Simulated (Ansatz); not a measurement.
## Structure relaxation of Ca₂ScC

Method: DFT PBE, scalar-relativistic, plane waves, PAW (Ansatz). Cutoff 420 eV, Γ-centred k mesh, Gaussian smearing, no spin polarisation in the final step.

The start puts Ca₂ScC on the sites of a reported KCuC2 cell (P4_2/mmc, No. 131), with Sc in place of K, C in place of Cu, Ca in place of C, at a guessed volume.

```xyz
8
Lattice="5.2520 0.0000 0.0000 0.0000 5.2520 0.0000 0.0000 0.0000 8.1380" Properties=species:S:1:pos:R:3 pbc="T T T"
Ca    0.6423    2.6260    4.0690
Ca    2.6260    0.6423    0.0000
Ca    4.6097    2.6260    4.0690
Ca    2.6260    4.6097    0.0000
Sc    0.0000    0.0000    2.0345
Sc    0.0000    0.0000    6.1035
C     2.6260    2.6260    0.0000
C     2.6260    2.6260    4.0690
```

Cell and atoms relax at zero pressure; the relaxation can't lower the symmetry of the start. After a coarse first stage the cell is made exact in the group found at 0.06 Å.

Energies over the elements count from the elements' standard structures at the same level, with no empirical corrections.

(1) Which crystal results?

(2) What are its volume, energy, density and gap?

## Answers

(1) It keeps P4_2/mmc (No. 131), but not the shape of the type it started on. Conventional cell: a = 7.704 Å, c = 4.297 Å. Ca is coordinated by 1 C at 2.23 Å; Sc is coordinated by 2 Sc at 2.15 Å; C is coordinated by 2 C at 2.15 Å and 2 Ca at 2.23 Å.

```xyz
8
Lattice="7.7039 0.0000 0.0000 0.0000 7.7039 0.0000 0.0000 0.0000 4.2968" Properties=species:S:1:pos:R:3 pbc="T T T"
Ca    1.6189    3.8520    2.1484
Ca    3.8520    1.6189    0.0000
Ca    6.0850    3.8520    2.1484
Ca    3.8520    6.0850    0.0000
Sc    0.0000    0.0000    1.0742
Sc    0.0000    0.0000    3.2226
C     3.8520    3.8520    0.0000
C     3.8520    3.8520    2.1484
```

(2) The volume per atom is 31.88 Å³, the density is 1.79 g/cm³ and the energy over the elements is 1.33 eV/atom. The gap on the 6×6×10 mesh is 0 eV (a metal).

The final run used a 6×6×10 mesh on its 8-atom cell and 0.10 eV smearing. For metals, differences of a few meV/atom aren't resolved. Symmetry constrained the relaxation, so the result can be a saddle point.

Cost: 4 runs of about 12 core-minutes in all, on Arm Neoverse V1 (shared hosts).